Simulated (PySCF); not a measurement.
Gas-phase reaction: C4H10 (n-butane) + 4 CO = 4 CH2CO (ketene) + 2 H, at 500 K and a standard pressure of 1 bar. Level: PBE0/def2-SVP†.

Energies from PySCF, thermal terms from the rigid-rotor harmonic-oscillator model, ideal gas at 1 bar. S°(298 K) at PBE0/def2-TZVP differs from the NASA 1993 table for C4H10 (n-butane) (-9 J/mol/K); whether the harmonic model or the table's entry is off was not settled. † marks an energy on the PBE0/def2-TZVP geometry and frequencies. Open shells (unrestricted): H (multiplicity 2); the rest are closed-shell singlets. The harmonic model lacks anharmonicity and excited electronic states, which grow with temperature; levels with a mode under 35 cm⁻¹ are left out. Internal rotation in C4H10 (n-butane) is treated as a harmonic vibration of one conformer, which makes the entropy rough.

| species | E (Ha) | H(500 K) − E (kJ/mol) | S°(500 K) (J/mol/K) |
|---|---|---|---|
| C4H10 (n-butane) | -158.13893 | 387.8 | 359.8 |
| CO | -113.09601 | 28.0 | 212.7 |
| CH2CO (ketene) | -152.31201 | 106.8 | 271.2 |
| H | -0.50034 | 10.4 | 125.5 |
E: electronic energy; H − E holds the zero-point and thermal terms. 1 Ha = 2625.5 kJ/mol.

Problem. Work out ΔH°, ΔS°, ΔG° and log10 K from these numbers.

Solution. 1. ΔE = 4×(-152.31201) + 2×(-0.50034) − 1×(-158.13893) − 4×(-113.09601) = 0.27425 Ha = 720.0 kJ.
2. Δ(H − E) = 4×(106.8) + 2×(10.4) − 1×(387.8) − 4×(28.0) = -51.8 kJ, so ΔH° = 668.2 kJ.
3. ΔS° = 4×(271.2) + 2×(125.5) − 1×(359.8) − 4×(212.7) = 125.2 J/K; the number of gas molecules changes by +1.
4. ΔG° = ΔH° − TΔS° = 668.2 − 500×(125.2)/1000 = 605.6 kJ.
5. log10 K = −ΔG°/(RT ln 10) = -63.28, with RT ln 10 = 9.57 kJ/mol; at standard pressures the reactants are favoured.
6. A shift of 10 kJ in ΔE would move log10 K by 1.04 here.
For scale, ΔH°(298 K) is 660 kJ at this level, 784 kJ at ωB97M-V/def2-TZVP†, and runs from 180 to 869 kJ over the 18 levels computed; the NASA 1993 table gives 813 kJ (entries not checked at source).
